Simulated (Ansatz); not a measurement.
System: thiophene, C₄H₄S, charge 0, multiplicity 1. SMILES: s1cccc1
Geometry: optimised at B3LYP-D3(BJ)/def2-TZVP (Ansatz, a quantum-chemistry and plane-wave program).

Property: atomisation energy (electronic, to ground-state atoms), in kJ/mol. Valence correlation only, unless marked. UHF or UKS for open shells. Spin-orbit coupling is left out. Non-relativistic. The coupled-cluster limit lacks core correlation, which all-electron functionals hold. CBS marks a two-point X^-3 extrapolation of the correlation energy; Hartree-Fock from the larger set. The bracket is a focal-point correction in the basis named.

```csv
level,program,atomisation energy (kJ/mol)
HF/6-31G*,Ansatz,2880.3
```

Q: What does RI-MP2/CBS(cc-pV(T+d)Z,cc-pV(Q+d)Z)+[CCSD(T)-MP2]/cc-pV(T+d)Z (Ansatz) give?

A: 4021.8 kJ/mol, so HF/6-31G* differs from it by -1141.5 kJ/mol.
